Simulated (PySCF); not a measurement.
## Isomers of C3H8O: computed energies against enthalpies of formation

**The experiment to reproduce.**

From CRC Handbook of Chemistry and Physics, for the gas at 298.15 K: enthalpy of formation of `CCCO` (1-propanol) -255.1 kJ/mol; enthalpy of formation of `CCOC` -216.4 kJ/mol.

The results are set against them at the end.

Differences of these values give the isomerisation enthalpies. Geometries: PBE0-D3(BJ)/def2-TZVP; runs in PySCF, gas phase, with a dispersion term only where the level names one. Total electronic energies (Eh):

| SMILES | PBE0-D3(BJ)/def2-TZVP |
| --- | --- |
| CCCO | -194.20510 |
| CCOC | -194.19003 |

Zero-point and thermal terms are left out, so the computed numbers are electronic energies.

## Comparison

Relative to `CCCO`, the lowest by measurement, in kJ/mol (measured: enthalpies at 298.15 K; computed: electronic energies):

```csv
SMILES,measured,PBE0-D3(BJ)/def2-TZVP
CCCO,0.0,0.0
CCOC,38.7,39.6
```

Measured values: -255.1 kJ/mol (298.15 K; CRC Handbook of Chemistry and Physics) for the first row; the others come from the same table. Unsigned miss: PBE0-D3(BJ)/def2-TZVP 0.9 kJ/mol. One conformer stands for `CCCO` and `CCOC`, not necessarily the lowest, while the measurement averages over conformers. Where a level misses, the cause wasn't examined.

The values belong to the conformer `[CH3:1][CH2:2][CH2:3][OH:4]`: C1–C2–C3–O4 178°, H–O4–C3–C2 58°.
